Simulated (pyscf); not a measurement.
**Four-centre exchange: H₂N–InH₂ (SMILES [NH2][InH2]) + HF (SMILES F) -> H₂N–InH–F (SMILES [NH2][InH][F]) + H₂ (SMILES [H][H])**

Gas phase, singlet surface, charge 0. Bonds broken: In2–H5, F7–H8. Bonds formed: In2–F7, H5–H8. Structures and frequencies: ωB97X-D3(BJ)/def2-SVP in PySCF.

Transition state (Å):

```xyz
8

N      0.4973     1.4224     0.3335
In     0.4308    -0.3479     1.2786
H      1.1040     2.1603     0.6763
H     -0.3620     1.8201    -0.0327
H     -1.4781    -0.8028     1.7513
H      1.5404    -1.2194     2.2216
F     -0.6942    -1.6723    -0.0489
H     -1.3450    -1.3163     0.8920
```

One imaginary mode, 1008i cm⁻¹; descent along it reached the two sides named, in the forms told below.

| bond | change | reactant side (Å) | saddle | product side |
|---|---|---|---|---|
| In2–H5 | breaks | 1.741 | 2.018 | 2.9 |
| F7–H8 | breaks | 0.931 | 1.198 | 2.300 |
| In2–F7 | forms | 2.559 | 2.187 | 1.976 |
| H5–H8 | forms | 2.269 | 1.010 | 0.763 |

Electronic energies relative to the separated reactants (kcal/mol):

```tsv
level	barrier	reaction energy	reverse barrier
ωB97X-D3(BJ)/def2-TZVP	6.2	-13.8	20.0
PBE/def2-TZVP	3.0	-13.5	16.5
r²SCAN/def2-TZVP	2.6	-14.9	17.5
B3LYP-D3(BJ)/def2-TZVP	6.3	-13.9	20.2
PBE0-D3(BJ)/def2-TZVP	5.9	-11.4	17.3
M06-2X/def2-TZVP	5.4	-15.9	21.3
ωB97M-D3(BJ)/def2-TZVP	7.9	-12.3	20.2
HF/def2-TZVP	19.7	-11.3	31.1
```

With ωB97M-D3(BJ)/def2-TZVP energies and thermal terms (ideal gas, 1 atm, RRHO with modes under 100 cm⁻¹ raised to 100, one conformer, R ln 2 for chiral ones without a mode under 150 cm⁻¹), in kcal/mol:

| T (K) | ΔH‡ | ΔG‡ | ΔH | ΔG |
|---|---|---|---|---|
| 298 | 6.7 | 16.0 | -14.0 | -13.7 |
| 600 | 6.3 | 25.7 | -13.4 | -13.7 |
| 900 | 6.5 | 35.3 | -13.1 | -13.9 |
| 1200 | 6.9 | 44.9 | -12.8 | -14.2 |

On the reactant side the descent ends in a complex, 5.3 kcal/mol under the separated species and 11.5 kcal/mol under the saddle at ωB97X-D3(BJ)/def2-TZVP. At the saddle there is also a short H–In contact that neither side keeps. One saddle was located; it need not be the lowest between these sides. Elements past Kr carry the def2 core potentials, without spin-orbit coupling.
